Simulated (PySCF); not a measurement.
Structure elucidation problem

An unknown has the formula C3H8O2. Its calculated NMR data are:

¹H NMR (300 MHz, computed): δ 4.76 (s, 2H), 3.47 (s, 6H).

¹³C{¹H} NMR (computed): δ 101.4 (CH2), 56.7 (CH3, 2C).

- structure optimised with GFN2-xTB
- J couplings at B3LYP/pcJ-1 (without the spin–dipole term)
- σ from GIAO-PBE0/pcSseg-1
- run in PySCF
- one averaged value for each set of equivalent atoms, no relativistic terms, no solvent, one computed conformer

Chemical shifts δ = σref − σ; TMS for ¹H (31.72 ppm) and ¹³C (186.93 ppm), all at this level.

Propose a structure and justify it.

Results:


1. Rings plus π bonds: 0.
2. 2 carbon signals for 3 carbons: some carbons are equivalent by symmetry or fast rotation.
3. Carbon types of the structure: 1 × CH2, 2 × CH3, which accounts for all hydrogens.
4. δC 101.4: sp3 carbon bearing two oxygens; 2 electronegative neighbours deshield it.
5. δC 56.7: methyl carbon bonded to O; the inductive effect lowers its shielding.
6. δH 4.76: hydrogen on an sp3 carbon bearing two oxygens; its carbon carries O, an electronegative neighbour.
7. δH 3.47: hydrogen on a methyl carbon bonded to O; its carbon carries O, an electronegative neighbour.

These data were computed for dimethoxymethane (SMILES COCOC).

This is the structure that produced the data.

Shifts are as computed. Against solution values, carbons near 30 ppm lie about +3 ppm off and those near 130 ppm about +5 ppm. Of 1211 compounds with measured shifts, 218 miss one by over three times the rms of a fit or turn the order of signals round; such compounds aren't used in these exercises.
